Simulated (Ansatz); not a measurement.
`C=C=C(C)O`. The species carries charge 0 and has multiplicity 1. The structure was optimised at the PBE0-D4/def2-TZVP level. It is one conformer, not always the lowest.

```xyz
11

C    -0.977    1.902   -0.112
C    -0.525    0.683   -0.043
C    -0.069   -0.541    0.025
C     1.374   -0.901    0.073
O    -0.875   -1.648    0.060
H    -1.195    2.483    0.782
H    -1.155    2.395   -1.065
H     1.628   -1.542   -0.777
H     1.998   -0.009    0.046
H     1.589   -1.462    0.986
H    -1.793   -1.360    0.026
```

What is the dipole moment at PBE/def2-TZVPP? (An estimate is asked.)

Computed: 0.59 D, with components (-0.36, 0.46, -0.03) D in this frame, pointing from negative to positive charge.

And with r2SCAN, B3LYP, ωB97M-V? (An estimate is asked.)

Ansatz gave: r2SCAN 0.60 D, B3LYP 0.69 D, ωB97M-V 0.72 D.

Give the Mulliken charges with PBE, ωB97M-V, r2SCAN in def2-TZVPP. (Estimate.)

The calculation gave: 
```csv
atom,PBE,ωB97M-V,r2SCAN
C1,-0.21,-0.23,-0.19
C2,-0.07,-0.09,-0.03
C3,0.07,0.14,0.09
C4,-0.23,-0.28,-0.12
O5,-0.26,-0.29,-0.33
H6,0.11,0.12,0.10
H7,0.11,0.12,0.10
H8,0.09,0.11,0.06
H9,0.10,0.11,0.06
H10,0.09,0.11,0.06
H11,0.19,0.18,0.20
```

B3LYP here is the variant with VWN-RPA as its local correlation; programs differ in this.
